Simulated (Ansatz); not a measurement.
Species: C₃H₈N (charge 0, doublet). It need not be the lowest isomer of its formula. SMILES: [CH2]N(C)C
Geometry from a B3LYP-D3(BJ)/def2-TZVP (Ansatz, an electronic-structure program) optimisation:
```xyz
12

N      0.0005     0.0551     0.2183
C      0.0018     1.4267     0.0776
C      1.2189    -0.6517    -0.1159
C     -1.2208    -0.6490    -0.1109
H      0.9345     1.9380     0.2649
H     -0.9291     1.9401     0.2687
H      1.3617    -0.7396    -1.2032
H      1.1929    -1.6551     0.3115
H      2.0748    -0.1202     0.2993
H     -1.3683    -0.7365    -1.1976
H     -2.0739    -0.1156     0.3078
H     -1.1953    -1.6525     0.3164
```
Charge 0, spin multiplicity 2.

Parts of the frozen-core correlation energy in aug-cc-pVDZ (Ansatz, hartree). Frozen orbitals: 4; correlated occupied orbitals by spin: 13 and 12; virtual: 147 and 148. UHF or UKS for open shells. Spin-orbit coupling is left out. Non-relativistic.

| term | value |
|---|---|
| reference (HF) | -172.66843 |
| MP2 opposite-spin | ? |
| MP2 same-spin | ? |
| CCSD correlation | -0.66401 |
| (T) | ? |
| T1 diagnostic | 0.018 |
| largest doubles amplitude | 0.012 |
| <S^2> of the reference | 0.764 |

Task: Complete the blanks.

Result: 
- MP2 opposite-spin, value: -0.46617
- MP2 same-spin, value: -0.14360
- (T), value: -0.02206
